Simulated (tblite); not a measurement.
Input of a run (GFN2-xTB geometry optimisation, gas phase (tblite 0.8.0)), started from a force field or distance geometry:
```
{"job": {"kind": "relax", "xc": "GFN2-xTB", "basis": "xTB"}, "charge": 0, "multiplicity": 2}
C      2.831400    -0.265100    -0.225500
C      1.337900     0.139100    -0.046900
C     -0.004000     0.508200     0.138200
F     -0.311000     1.836400     0.179700
C     -1.001900    -0.375100     0.252800
F     -0.803700    -1.704000     0.200900
H     -2.045400    -0.134600     0.373500
```

Output (eV, eV/Å):
```
step      E/eV     max force
  0    -495.75898    9.667
  1    -497.50836    6.098
  2    -494.30675   44.761
  3    -497.84205    5.265
  4    -497.99241    3.725
  5    -498.08761    2.993
  6    -498.12363    0.402
  7    -498.13165    0.276
  8    -498.14380    0.133
  9    -498.14459    0.153
 10    -498.14581    0.154
 11    -498.14727    0.155
 12    -498.15041    0.286
 13    -498.15360    0.283
 14    -498.15973    0.140
 15    -498.16110    0.163
 16    -498.16181    0.108
 17    -498.16321    0.191
 18    -498.16423    0.225
 19    -498.16489    0.146
 20    -498.16533    0.072
 21    -498.16569    0.071
 22    -498.16610    0.133
 23    -498.16649    0.131
 24    -498.16676    0.075
 25    -498.16692    0.030
 26    -498.16701    0.051
 27    -498.16709    0.061
 28    -498.16716    0.042
 29    -498.16720    0.018
 30    -498.16723    0.017
 31    -498.16725    0.031
 32    -498.16728    0.034
 33    -498.16730    0.019
 34    -498.16731    0.006
```

Summarise the run.

The energy falls by 232.4 kJ/mol over 34 L-BFGS steps, the largest force on an atom goes from 9.67 to 0.006 eV/Å, and the atoms move by 0.151 Å rms after alignment. The bond that changes most is C1≡C2 (ends: carbon bonded to C; carbon bonded to 2 C), which shortens by 0.349 Å. Bonds longer at the end by more than 0.005 Å: 1 of 6; shorter: 3. Among the angles that change most is C1–C2–C3, from 179.0° to 162.9°. The energy rose by more than 1e-5 eV at step 2. The first step brought 73 % of the lowering.

What are the final bond lengths?

C1≡C2 1.208 Å, C2–C3 1.414 Å, C3–F4 1.341 Å, C3=C5 1.340 Å, C5–F6 1.327 Å, C5–H7 1.081 Å. Numbering counts from 1 in the input's order; the species is `[C]#C/C(F)=C\F` [radical].

Its GFN2-xTB frequencies are all real (lowest 120 cm⁻¹).

Shape of the structure used: `[C:1]#[C:2]/[C:3]([F:4])=[CH:5]\[F:6]`: C1–C2–C3–F4 79°.

One conformer stands for the species.

The numbers are calculated, not measured.
